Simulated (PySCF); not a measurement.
## One molecule, many functionals

Benzvalene, C₆H₆.
Cartesian coordinates in Å at the PBE0-D3(BJ)/def2-SVP level; atoms count from 1:
```xyz
12
C6H6 angstrom
C      1.2692    0.6509   -0.2268
C      1.1814   -0.6552   -0.5104
C     -0.2351   -1.0402   -0.1760
C     -0.7333   -0.1580    0.9548
C     -0.0954    1.0409    0.2757
C     -1.1378    0.1614   -0.3917
H      2.1254    1.3171   -0.3262
H      1.9481   -1.3242   -0.8997
H     -0.6272   -2.0530   -0.2985
H     -1.2572   -0.3277    1.8961
H     -0.3512    2.0550    0.5932
H     -2.0936    0.3329   -0.8878
```

Linear-response calculations in the def2-SVPD basis (PySCF; singlets by full response, triplets Tamm–Dancoff, core orbitals frozen in the response; HF means time-dependent Hartree–Fock). 'Strongest' is the level of largest summed f among the singlets computed (10 roots, of which the last may lack a degenerate partner); it can jump between rows when another state enters that window. S1 is the lowest singlet of each run and needn't be the same state throughout; f(S1) is that of one state. Isolated species at its PBE0-D3(BJ)/def2-SVP geometry, gas phase.

```
functional                               kind  S1 (eV)  f(S1)  strongest (eV)  T1 (eV)  HOMO (eV)  gap (eV)  ionisation energy, ΔSCF (eV)
       LDA                                LDA     5.27  0.039            5.27     3.76      -5.36      4.32                          8.56
       PBE                                GGA     5.35  0.041            5.35     3.61      -5.21      4.41                          8.34
     B3LYP  global hybrid, 20% exact exchange     5.55  0.052            5.55     3.62      -6.10      6.07                          8.42
      PBE0  global hybrid, 25% exact exchange     5.62  0.053            5.62     3.54      -6.30      6.51                          8.39
 BHandHLYP  global hybrid, 50% exact exchange     5.79  0.068            5.79     3.51      -7.25      8.56                          8.29
        HF                       Hartree–Fock     6.00  0.094            6.00     3.06      -8.64     11.60                   not settled
```

S1 runs from 5.27 eV (LDA) to 6.00 eV (HF), a spread of 0.73 eV, while the orbital gap spreads over 7.3 eV. Along PBE (0%), B3LYP (20%), PBE0 (25%), BHandHLYP (50%), HF (100%) S1 rises with the share of exact exchange. −ε(HOMO) comes closest to its own ΔSCF ionisation energy with BHandHLYP (-1.04 eV) and misses most with LDA (-3.19 eV). 'Not settled' means that the ion's SCF failed to converge or may have ended in another state than the lowest.
